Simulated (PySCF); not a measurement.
C5H10N (doublet state).
Numbering: `[H]/[N:6]=[CH:5]/[C:2]([CH2:1])([CH3:3])[CH3:4]` (hydrogens: H7, H8 on C1; H9, H10, H11 on C3; H12, H13, H14 on C4; H15 on C5; H16 on N6)

Geometry (GFN2-xTB, Å), atoms numbered from 1 in this order:
```xyz
16
C5H10N angstrom
C     -0.183   -0.132    1.591
C     -0.136    0.032    0.126
C     -0.691    1.398   -0.296
C     -0.933   -1.093   -0.568
C      1.283   -0.088   -0.408
N      2.230   -0.485    0.305
H     -0.222    0.725    2.232
H      0.024   -1.090    2.022
H     -0.104    2.199    0.148
H     -0.669    1.510   -1.378
H     -1.721    1.496    0.040
H     -0.546   -2.065   -0.271
H     -0.864   -1.004   -1.650
H     -1.979   -1.031   -0.278
H      1.367    0.187   -1.472
H      3.136   -0.549   -0.155
```

The hyperfine couplings belong to this conformer and change with its torsions.

Computed with PySCF 2.14.0, UKS B3LYP, pcH-1 on C H N, non-relativistic, mean-field spin-orbit, GIAO. One conformer (not necessarily the lowest) at the GFN2-xTB geometry, without solvent, vibrations or thermal averaging. Couplings are sensitive to structure, and on GFN2-xTB geometries they can be far from those on DFT ones. No stability test was run, so a lower SCF solution isn't excluded.

(1) Break the g tensor into its mass correction, gauge correction and orbital-Zeeman/spin–orbit terms.

(2) What effective moment and Curie constant follow for a powder?

(3) Average each term over the three axes. Which is largest in size?

(4) What are the electron Larmor frequencies g μB B/h along the three axes at 3350 mT?

(5) In a frozen sample, at which fields do the three g values resonate at 9.5, 34, 94 and 263 GHz (hyperfine left aside), and which band first spreads them over more than twice a line width of 0.3 mT?

Answers

(1) 
```json
{"Δg (ppm)": "relativistic mass correction", "1": "-143", "2": "-143", "3": "-143"}
{"Δg (ppm)": "gauge correction", "1": "10", "2": "44", "3": "19"}
{"Δg (ppm)": "orbital Zeeman/spin–orbit", "1": "-33", "2": "427", "3": "700"}
{"Δg (ppm)": "total", "1": "-166", "2": "329", "3": "577"}
```

So g = 2.00215, 2.00265, 2.00290 and g_iso = 2.00257; the tensor is rhombic: the two nearest values differ by 33 % of g3 − g1. Axes: g2 points within 13° of the C1–C2 bond.

(2) With the mean of g² = 4.0103 and S(S+1) = 0.75: μ_eff = √(⟨g²⟩S(S+1)) = 1.734 μB and χT = 0.12505·⟨g²⟩·S(S+1) = 0.376 cm³ K/mol (cgs; spin-Hamiltonian part alone).

(3) The orbital-Zeeman/spin–orbit term 365, the mass correction -143 and the gauge correction 25 ppm, for a total of 246 ppm. The orbital-Zeeman/spin–orbit term is the largest in size. The mass correction is the same along every axis, so the anisotropy comes from the other two: their spans along these axes are 34 (gauge) and 734 ppm (orbital Zeeman/spin–orbit).

(4) 93.8758, 93.8990, 93.9106 GHz for g1, g2 and g3, a range of 34.8 MHz.

(5) 
```json
{"band": "X", "GHz": "9.5", "B(g3) mT": "338.89", "B(g2) mT": "338.93", "B(g1) mT": "339.01", "spread mT": "0.13"}
{"band": "Q", "GHz": "34.0", "B(g3) mT": "1212.86", "B(g2) mT": "1213.01", "B(g1) mT": "1213.31", "spread mT": "0.45"}
{"band": "W", "GHz": "94.0", "B(g3) mT": "3353.19", "B(g2) mT": "3353.60", "B(g1) mT": "3354.43", "spread mT": "1.24"}
{"band": "J", "GHz": "263.0", "B(g3) mT": "9381.79", "B(g2) mT": "9382.95", "B(g1) mT": "9385.27", "spread mT": "3.48"}
```

The spread grows in proportion to the frequency. W band is the first where it exceeds 0.6 mT.

The largest Mulliken spin populations are on C1 (+1.09) and C2 (-0.07). C1 is the only atom above +0.15. The angles at C1 add up to 358.8°, so it is planar; its axial dipolar tensor and the negative couplings of its protons fit spin in a p orbital normal to that plane.

The HOMO–LUMO gaps are 5.51 eV among the α and 5.57 eV among the β orbitals.
